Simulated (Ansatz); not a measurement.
We consider cubic perovskite KTaO₃, described by r²SCAN+rVV10 in Ansatz (PAW).

Run with plane-wave cutoff 500 eV, 8×8×8 k mesh, gaussian smearing 0.02 eV, scalar-relativistic PAW data made under PBE.

Cell (relaxed at this level):

```cif
data_KO3Ta
_chemical_formula_sum 'K1 Ta1 O3'
_space_group_name_H-M_alt 'Pm-3m'
_space_group_IT_number 221
_space_group_name_Hall '-P 4 2 3'
_cell_length_a 3.98115
_cell_length_b 3.98115
_cell_length_c 3.98115
_cell_angle_alpha 90.000
_cell_angle_beta 90.000
_cell_angle_gamma 90.000
loop_
_atom_site_label
_atom_site_type_symbol
_atom_site_symmetry_multiplicity
_atom_site_Wyckoff_symbol
_atom_site_fract_x
_atom_site_fract_y
_atom_site_fract_z
_atom_site_occupancy
K1 K 1 a 0.00000 0.00000 0.00000 1
Ta1 Ta 1 b 0.50000 0.50000 0.50000 1
O1 O 3 c 0.00000 0.50000 0.50000 1
```

Question: Predict the band gap.

Answer: 
- band gap = 2.63 eV (on the SCF k mesh)

Measured, for comparison: band gap 3.64 eV (temperature not stated, not corrected to a static lattice, indirect; as tabulated in Himmetoglu and Janotti (2016), arXiv:1601.06205).

Spin–orbit coupling is not included.

Ansatz is a first-principles code.
